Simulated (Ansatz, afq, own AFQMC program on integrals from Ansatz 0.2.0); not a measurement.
Two steps: Ansatz 0.2.0 writes the Fock matrix and Cholesky factors of the valence space, and afq projects on them the lowest state that overlaps trial and start.

```yaml
crystal:
  periodic: [false, false, false]
  atoms:
    - {symbol: C, position_ang: [0.000000, 0.000000, 0.000000]}
basis:
  gaussian: {orbitals: cc-pVTZ}
total_charge: 1
magnetization: {spin_polarized: true, initial_magnetization: 3}
correlation: {method: ccsd_t, electrons: outside_noble_gas, hamiltonian_folder: ham}
```

```sh
$ ansatz run in.yaml --threads 1 --pin off --events-out ev --progress --plain --max-ram 1382MiB
```

Options of the walk:

```
--method phaseless --trial cisd --walkers 80 --populations 1 --least-time 40 --time-step 0.005 --steps-per-block 50 --equilibration-blocks 28 --max-blocks 300 --target-error 0.00021 --factor-cut 1e-05 --start spin_pure --seed 5971 --release-times 0.24,0.5,1,1.5 --release-step 0.02 --release-every 4 --taylor-order 6
```

Times are imaginary, in 1/Eh. The walk had a cap of 504 s.

Log:

```
orbitals 29  electrons 3 0  factors 171 of 172
reference energy -37.16037214 Eh
CCSD correlation -0.01568717 Eh in 7 cycles, weight of the determinant in the CISD state 0.9941
energy of the start -37.176059 Eh
 block  time / (1/Eh)  mean weight  energy / Eh
     1     0.250  0.9991  -37.176070
     2     0.500  0.9999  -37.176081
     3     0.750  0.9997  -37.176093
     4     1.000  1.0003  -37.176103
     5     1.250  1.0003  -37.176095
     7     1.750  0.9983  -37.176132
     9     2.250  0.9996  -37.176120
    13     3.250  1.0003  -37.176131
    21     5.250  0.9987  -37.176110
    29     7.250  1.0011  -37.176248
    37     9.250  0.9994  -37.176173
    45    11.250  0.9990  -37.176093
    53    13.250  1.0009  -37.176146
    61    15.250  0.9992  -37.176041
    69    17.250  0.9993  -37.176010
    77    19.250  1.0003  -37.176094
    85    21.250  0.9995  -37.176092
    93    23.250  0.9988  -37.176165
   101    25.250  1.0002  -37.176139
   109    27.250  0.9995  -37.176151
   117    29.250  1.0004  -37.176124
   125    31.250  1.0020  -37.176214
   133    33.250  0.9992  -37.176148
   141    35.250  0.9987  -37.176088
   149    37.250  1.0007  -37.176157
   157    39.250  1.0010  -37.176171
   165    41.250  0.9998  -37.176112
   173    43.250  1.0005  -37.176093
   181    45.250  0.9999  -37.176114
   185    46.250  1.0004  -37.176185
blocks merged  error / Eh  count
     1  0.000004  160
     2  0.000005  80
     4  0.000006  40
     8  0.000007  20
    16  0.000008  10
released: time / (1/Eh)  energy / Eh  error  mean overlap
  0.24  -37.176124  0.000010  0.9862
  0.50  -37.176136  0.000008  0.9825
  1.00  -37.176121  0.000009  0.9721
  1.50  -37.176132  0.000009  0.9659
energy -37.176138 +/- 0.000007 Eh
(rows thinned)
```

The run passed its tests (sampling time, drift between the halves within three errors, error under three times the target), which doesn't prove that it has relaxed.

Against this walk (error 0.2 meV) on the same determinant: CCSD(T) 0.7 meV higher, full CI 0.3 meV higher (within the noise). The error is statistical and leaves out the bias of the constraint. Released to 1.50 1/Eh the energy moves by 0.2 ± 0.3 meV (both errors), within twice the noise.

Cautions: constraint bias not in the error; another spin lies lower (by 5.30 eV).

The walk took 84 s on 1 thread of Intel(R) Xeon(R) Platinum 8375C CPU @ 2.90GHz (Ice Lake), on a shared host. The log's last line is the phaseless energy.

A walk keeps the symmetry of its determinant, which the program's search chose and which needn't be the lowest solution, so a lower state of the same spin and another symmetry isn't excluded.
